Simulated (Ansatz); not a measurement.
**B2HF+ (doublet): the correlation ladder, def2-QZVPP**

One table from this session's results is given with a row withheld; the runs are named, their logs left out.

Computed with Ansatz 0.2.0, Gaussian basis. Level: def2-QZVPP, core rule «outside noble gas», up to 3 orbitals frozen.

Plan: UHF; ROHF; CCSD(T) on UHF.

2 further runs of the same task are left out: 2 set aside as unsound or not needed.

## What is computed

The geometry is a PBE0/def2-TZVP stationary point (not a proven minimum) of the parent state, kept for this charge and spin.

4 atoms, charge 1, spin multiplicity 2.

Atoms are counted from 1 here; the program's logs count them from 0.

Bond lengths: B1–B2 1.516 Å, B1–H4 1.173 Å, B2–F3 1.285 Å. Angles: B2–B1–H4 180.0°, B1–B2–F3 180.0°.

The first run:

in.yaml reads:

```yaml
crystal:
  periodic: [false, false, false]
  atoms:
    - {symbol: B, position_ang: [0.000000, 0.000000, 0.785790]}
    - {symbol: B, position_ang: [0.000000, 0.000000, -0.729869]}
    - {symbol: F, position_ang: [0.000000, 0.000000, -2.014787]}
    - {symbol: H, position_ang: [0.000000, 0.000000, 1.958867]}
basis:
  gaussian: {orbitals: "def2-QZVPP.json"}
total_charge: 1
magnetization: {spin_polarized: true, initial_magnetization: 1}
hamiltonian: {xc: hf}
output: {orbitals: {seedname: orbitals}}
```

Run with:

```console
$ ansatz run in.yaml --threads 1 --pin off --events-out ev --progress --plain --max-ram 2393MiB
```

Steps of the session up to this table: UHF; ROHF; CCSD(T) on UHF.

One table of the session follows, with a row left open; its other results are not shown here.

| method | from UCCSD(T) (meV) |
| --- | --- |
| ROHF | +12067.8 |
| UHF | +11993.0 |
| UMP2 | ? |
| UCCSD | +397.8 |
| UCCSD(T) | 0 |

Estimate the missing values for UMP2.

**Answer.** from UCCSD(T) (meV): +823.6. In the column «from UCCSD(T) (meV)» it lies between UCCSD (+397.8) and UHF (+11993.0).
